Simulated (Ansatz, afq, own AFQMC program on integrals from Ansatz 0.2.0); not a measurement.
**CH₃Ge⁺, singlet in cc-pVDZ, levels against CCSDT(Q)**

```xyz
5

Ge    0.0000    0.0000    0.3544
C     0.0103    0.0000   -1.6349
H    -1.0513    0.0000   -1.9236
H     0.4627    0.8945   -2.0693
H     0.4627   -0.8945   -2.0693
```

Connectivity, by distances: Ge–CH3.

Basis cc-pVDZ. Noble-gas cores (and the filled d shells of Ga–Kr and In–Xe) are frozen. Ansatz 0.2.0 and our own AFQMC program on the same integrals; the CISD trial comes from CCSD amplitudes, and released means the phaseless constraint is let go. Free AFQMC starts from the CCSD state and is never constrained. Its projection time is finite, and what remains of the start isn't in its error. Uncertainties: one standard error, sampling alone. No spin–orbit coupling.

Determinant: RHF, the one that the program's search chose, which needn't be the lowest solution. The geometry is a PBE0/def2-TZVP stationary point of this or a neighbouring charge and spin state.

No full CI on the walks' own integrals is used here; CCSDT(Q) serves as the reference and is uncertain by about the last step of the cluster series.

Cautions: no relativity below Rb; no spin-orbit coupling; inner d shell frozen.

```
T1 diagnostic                               : 0.0128
weight of the determinant in the CISD state : 0.882
size of the correlated space                : 10 electrons in 41 orbitals
```

```json
{"level": "MP2", "correlation energy (eV)": "-5.4164"}
{"level": "CCSD", "correlation energy (eV)": "-6.2940"}
{"level": "CCSD(T)", "correlation energy (eV)": "-6.4640"}
```

Problem. Estimate where free-projection AFQMC lies against CCSD(T) on the same integrals.

Solution. 33.7 ± 13.7 meV below CCSD(T).

Reference: CCSDT(Q), correlation energy -6.493 eV. The released energy is read at 2.40 1/Eh (meV from the phaseless value at times in 1/Eh: -30 ± 14 at 0.24, -32 ± 15 at 0.51, -11 ± 11 at 0.99, -7 ± 17 at 1.62, -12 ± 16 at 2.40).

| level | E − E(reference) (meV) | share of correlation (%) |
| --- | --- | --- |
| CCSD(T) | 29.4 | 99.55 |
| CCSDT | 10.3 | 99.84 |
| ph-AFQMC/HF | 47.0 ± 40.8 | 99.28 |
| ph-AFQMC/CISD | 15.9 ± 10.2 | 99.75 |
| released AFQMC | 3.8 ± 16.1 | 99.94 |
| free AFQMC | -4.3 ± 13.7 | 100.07 |

Free projections are given only where their last times agree within the noise and don't stop above the reference; a slow remainder of the start can still hide under it. A walk keeps the symmetry of its determinant, which the program's search chose and which needn't be the lowest solution, so a lower state of the same spin and another symmetry isn't excluded. Released energies are given only where the last usable release times agree within the noise; a slower fall can still hide under it.
